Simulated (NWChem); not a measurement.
HN2 (+1)

SMILES: N#[NH+]
```xyz
3

N      0.0000     0.0000     0.6525
N      0.0000     0.0000    -0.4404
H      0.0000     0.0000    -1.4847
```
Charge +1, spin multiplicity 1.

Everything below was run with NWChem. Structure: optimised with PBE0/def2-SVP, a minimum by its harmonic frequencies.

Symmetry labels belong to the abelian group C2v used in the runs, with the axes of the coordinates shown; states degenerate in a higher group split over its labels.

The structure started from a generated list of species.

**Question.** List the lowest 6 singlet excitations that TD-PBE/aug-cc-pVDZ gives, with oscillator strengths.

**Answer.** 
| state | symmetry | energy (eV) | wavelength (nm) | f |
|---|---|---|---|---|
| 1 | a2 | 9.76 | 127 | 0.000 |
| 2 | b2 | 10.01 | 124 | 0.030 |
| 3 | b1 | 10.01 | 124 | 0.030 |
| 4 | a1 | 10.20 | 122 | 0.000 |
| 5 | a2 | 10.20 | 122 | 0.000 |
| 6 | a1 | 12.42 | 100 | 0.019 |
